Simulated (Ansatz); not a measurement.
```yaml
crystal:
  periodic: [false, false, false]
  atoms:
    - {symbol: C, position_ang: [-0.542521, 0.396274, -0.252242]}
    - {symbol: C, position_ang: [-0.261304, -1.109782, -0.307839]}
    - {symbol: S, position_ang: [0.949812, -0.962764, 1.056689]}
    - {symbol: C, position_ang: [0.734081, 0.770614, 0.509686]}
    - {symbol: H, position_ang: [-0.677734, 0.887988, -1.218611]}
    - {symbol: H, position_ang: [-1.421981, 0.594589, 0.362405]}
    - {symbol: H, position_ang: [0.226215, -1.427297, -1.231385]}
    - {symbol: H, position_ang: [-1.101153, -1.770278, -0.095875]}
    - {symbol: H, position_ang: [0.624119, 1.488957, 1.321117]}
    - {symbol: H, position_ang: [1.553765, 1.080600, -0.141047]}
basis:
  gaussian: {orbitals: cc-pVDZ, nuclear_model: gaussian}
hamiltonian: {xc: {name: wB97X-D}}
scf: {lower_state_search: full}
output: {forces: true}
```

```sh
$ ansatz run in.yaml --threads 4 --pin off --events-out ev --progress --plain --max-ram 10444MiB
```

How does Ansatz answer? (An estimate is asked.)

The calculation gave: The input was rejected before any iteration.
```
Error: YAML parse error: error: line 16 column 19: hamiltonian.xc: no functional is named "wB97X-D"; the names, which are not case-sensitive, are SVWN5, SPW92, PBE, PBE0, PBEsol, revPBE, revPBE0, RPBE, rPW86-PBE, HSE06, wPBEh, LC-wPBE, HISS, HF, BLYP, B3LYP, B3LYP5, BHLYP, CAM-B3LYP, r2SCAN, r2SCANh, r2SCAN0, r2SCAN50, m-r2SCAN, B97, wB97, wB97X, wB97X-V, B97M-V, wB97M-V, B2PLYP, B2GP-PLYP, PBE0-DH, PBE-QIDH
14 | basis:
15 |   gaussian: {orbitals: cc-pVDZ, nuclear_model: gaussian}
16 | hamiltonian: {xc: {name: wB97X-D}}
17 | scf: {lower_state_search: full}
18 | output: {forces: true}
```

HSE06 is defined as in plane-wave codes.
